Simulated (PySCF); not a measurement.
From one molecule to another.

First species: C5H9Cl.
InChI=1S/C5H9Cl/c1-3-5(6)4-2/h3H,4H2,1-2H3/b5-3+

Second species: C₅H₉Cl.
Z-matrix (Å and degrees, GFN2-xTB geometry), rows numbered from 1:
```
C 
C   1  1.5288
C   2  1.4934  1  111.01
C   3  1.3241  2  124.66  1  -120.82
C   4  1.4852  3  124.01  2   179.31
Cl  5  1.8028  4  109.67  3  -111.76
H   1  1.0874  2  110.39  3  -179.98
H   1  1.0875  2  110.27  3    60.01
H   1  1.0877  2  110.57  3   -59.93
H   2  1.0911  1  109.79  3  -121.66
H   2  1.0939  1  108.91  3   120.07
H   3  1.0828  2  115.46  1    58.95
H   4  1.0815  3  120.48  2     0.83
H   5  1.0903  4  112.00  3   131.14
H   5  1.0892  4  112.14  3     6.32
```

Levels: CAM-B3LYP/def2-SVPD for dipole moment, HOMO energy, LUMO energy, HOMO–LUMO gap, static isotropic polarisability and electronic spatial extent ⟨r²⟩ about the centre of nuclear charge; TDDFT CAM-B3LYP/def2-SVPD for lowest singlet excitation; TDA CAM-B3LYP/def2-SVPD for lowest triplet excitation (Tamm–Dancoff); GFN2-xTB for rotational constant A and rotational constant C. Geometries: GFN2-xTB. All species are isolated and taken at one optimised geometry, non-relativistic unless stated. Electronic properties by PySCF.

Dipoles, sizes and rotational constants follow the conformer. The torsions of the flexible species, by atom-mapped SMILES:
- `[CH3:1]/[CH:2]=[C:3](/[Cl:4])[CH2:5][CH3:6]`: C2–C3–C5–C6 -96°
- `[CH3:1][CH2:2]/[CH:3]=[CH:4]/[CH2:5][Cl:6]`: C1–C2–C3–C4 -121°, C3–C4–C5–Cl6 -112°

Values for the first species:

```
Dipole moment                                                     : 2.10 D
HOMO energy                                                       : -8.20 eV
LUMO energy                                                       : 1.14 eV
HOMO–LUMO gap                                                     : 9.34 eV
Lowest singlet excitation                                         : 6.35 eV
Lowest triplet excitation (Tamm–Dancoff)                          : 4.16 eV
Static isotropic polarisability                                   : 75.8 au
Electronic spatial extent ⟨r²⟩ about the centre of nuclear charge : 865 bohr²
Rotational constant A                                             : 3.140 GHz
Rotational constant C                                             : 1.444 GHz
```

Q: Estimate the same properties for the second species, and the change in each.

A: 
| property | first | second | second less first |
| --- | --- | --- | --- |
| dipole moment | 2.10 D | 2.42 D | +0.32 D |
| HOMO energy | -8.20 eV | -8.81 eV | -0.61 eV |
| LUMO energy | 1.14 eV | 0.75 eV | -0.39 eV |
| HOMO–LUMO gap | 9.34 eV | 9.56 eV | +0.22 eV |
| lowest singlet excitation | 6.35 eV | 6.69 eV | +0.34 eV |
| lowest triplet excitation (Tamm–Dancoff) | 4.16 eV | 4.32 eV | +0.16 eV |
| static isotropic polarisability | 75.8 au | 78.3 au | +2.5 au |
| electronic spatial extent ⟨r²⟩ about the centre of nuclear charge | 865 bohr² | 1195 bohr² | +330 bohr² |
| rotational constant A | 3.140 GHz | 7.288 GHz | +4.148 GHz |
| rotational constant C | 1.444 GHz | 0.957 GHz | -0.487 GHz |

On the first: The polarisability is 11.24 Å³ as a volume (1 au = 0.148185 Å³), or 1.35 au for each of the 56 electrons.

On the second: The vertical singlet–triplet gap S1 − T1 is 2.37 eV (TDDFT singlet less Tamm–Dancoff triplet; S1: HOMO→LUMO, weight 0.75; T1: HOMO→LUMO, weight 0.76). No computed singlet falls in the visible range (750 to 380 nm, 1.65 to 3.26 eV); S1 lies 3.43 eV above its blue end.
